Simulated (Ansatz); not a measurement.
Nickel, fcc: convergence with cold smearing

Computed with Ansatz, PBE, scalar-relativistic PAW, on the relaxed cell (a = 3.519 Å; ferromagnetic, net 0.63 μB per atom). Errors count from a run at 420 eV on a Γ-centred 25×25×25 mesh with Fermi-Dirac smearing of 0.05 eV, extrapolated to zero width. Fixed here: cutoff 420 eV, mesh 15×15×15.

```csv
width (eV),E(σ→0) error (meV/atom),F error (meV/atom),P (GPa),sphere moment (μB),SCF iterations
0.01,-1.5,-1.5,-0.04,0.71,13
0.03,-1.5,-1.5,-0.02,0.71,17
0.1,-1.3,-1.8,-0.06,0.70,12
0.2,-2.7,-3.0,-0.07,0.71,12
0.3,-4.4,-2.8,0.00,0.73,13
1.0,23.1,108.9,-2.93,0.79,27
```

Task: What does the run at 0.6 give (width)?

Result: E(σ→0) error (meV/atom): -6.4; F error (meV/atom): 24.7; P (GPa): -0.21; sphere moment (μB): 0.87; SCF iterations: 13.
